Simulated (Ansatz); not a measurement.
This geometry of CH₂Cl₂O (6 atoms, charge 0, multiplicity 1) is a first-order saddle point.

Level of theory: Ansatz, RKS PBE0/def2-SVP.

```xyz
6
Properties=species:S:1:pos:R:3
O 0.816 0.782 -0.212
C -0.001 -0.220 0.202
Cl 0.776 -1.786 -0.111
Cl -1.603 -0.126 -0.613
H 0.273 1.483 -0.592
H -0.218 -0.197 1.280
```

(1) Which two structures does it join? (They come from a converged band through this point; their orientation in space is the band's.)

(2) How far does it lie above each of them?

Answers

(1) No bond is made or broken. The dihedral H5–O1–C2–Cl4 goes from -61 to 59°.

Initial state:

```xyz
6
Properties=species:S:1:pos:R:3
O 0.559 1.005 0.055
C -0.091 -0.152 0.266
Cl 0.839 -1.579 -0.309
Cl -1.715 -0.179 -0.504
H 0.696 1.124 -0.896
H -0.245 -0.283 1.342
```

Final state:

```xyz
6
Properties=species:S:1:pos:R:3
O 0.780 0.707 -0.441
C -0.012 -0.229 0.135
Cl 0.740 -1.806 -0.097
Cl -1.684 -0.214 -0.559
H 0.377 1.575 -0.303
H -0.159 -0.096 1.218
```

(2) 17.3 kJ/mol above the first and 1.7 kJ/mol above the second. This is the barrier of this one path; another mechanism may lie lower.

The run took 110 s on 1 thread of Arm Neoverse V1 (shared host), peak memory 0.14 GiB.
